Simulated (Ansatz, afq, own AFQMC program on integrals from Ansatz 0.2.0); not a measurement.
# GeH₄, singlet in cc-pVDZ, levels against CCSDT(Q)

```xyz
5

Ge    0.0000    0.0000    0.0000
H     0.8843    0.8872    0.8860
H    -0.8879   -0.8840    0.8857
H    -0.8838    0.8845   -0.8892
H     0.8874   -0.8877   -0.8825
```

Basis cc-pVDZ. Noble-gas cores (and the filled d shells of Ga–Kr and In–Xe) are frozen. Ansatz 0.2.0 and our own AFQMC program on the same integrals; the CISD trial comes from CCSD amplitudes, and released means the phaseless constraint is let go. Error bars are statistical, one sigma. No spin–orbit coupling.

Determinant: RHF, the one that the program's search chose, which needn't be the lowest solution. The geometry is a point of a scan.

No full CI on the walks' own integrals is used here; CCSDT(Q) serves as the reference and is uncertain by about the last step of the cluster series.

Cautions: no relativity below Rb; no spin-orbit coupling; inner d shell frozen.

```
T1 diagnostic                               : 0.0094
weight of the determinant in the CISD state : 0.922
size of the correlated space                : 8 electrons in 33 orbitals
```

Reference: CCSDT(Q), correlation energy -3.955 eV. The released energy is read at 2.40 1/Eh (meV from the phaseless value at times in 1/Eh: 0 ± 4 at 0.24, -1 ± 3 at 0.51, 1 ± 3 at 0.99, 0 ± 3 at 1.62, 0 ± 5 at 2.40).

```json
{"level": "HF", "E − E(reference) (meV)": "3954.8", "share of correlation (%)": "0.00"}
{"level": "MP2", "E − E(reference) (meV)": "894.2", "share of correlation (%)": "77.39"}
{"level": "CCSD", "E − E(reference) (meV)": "81.1", "share of correlation (%)": "97.95"}
{"level": "CCSD(T)", "E − E(reference) (meV)": "16.8", "share of correlation (%)": "99.58"}
{"level": "CCSDT", "E − E(reference) (meV)": "1.6", "share of correlation (%)": "99.96"}
{"level": "ph-AFQMC/HF", "E − E(reference) (meV)": "23.2 ± 17.7", "share of correlation (%)": "99.41"}
{"level": "ph-AFQMC/CISD", "E − E(reference) (meV)": "0.1 ± 2.9", "share of correlation (%)": "100.00"}
{"level": "released AFQMC", "E − E(reference) (meV)": "0.3 ± 5.0", "share of correlation (%)": "99.99"}
```

A walk keeps the symmetry of its determinant, which the program's search chose and which needn't be the lowest solution, so a lower state of the same spin and another symmetry isn't excluded. Released energies are given only where the last usable release times agree within the noise; a slower fall can still hide under it.
